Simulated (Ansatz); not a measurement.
This Ansatz (a program for electronic structure) input (B3LYP/def2-SVPD) gives -92.85957 Eh with 48 basis functions. A basis named .json is the Basis Set Exchange file of that set (core-valence sets with the plain set on hydrogen).

Ansatz 0.2 input:
```yaml
crystal:
  periodic: [false, false, false]
  atoms:
    - {symbol: C, position_ang: [-0.00000000, -0.00000000, -0.52559507]}
    - {symbol: N, position_ang: [0.00000000, 0.00000000, 0.68179640]}
    - {symbol: H, position_ang: [-0.00000000, -0.00000000, -1.61900441]}
basis:
  gaussian:
    orbitals: def2-SVPD
hamiltonian:
  xc: {name: B3LYP}
total_charge: 1
magnetization: {spin_polarized: true, initial_magnetization: 1}
```

Change:
```diff
- orbitals: def2-SVPD
+ orbitals: 6-311++G_3df_3pd_.json
```

### Question
What does the run give now?

### Answer
-92.96320 Eh (B3LYP/6-311++G(3df,3pd), 96 functions), a change of -103.63 mEh.
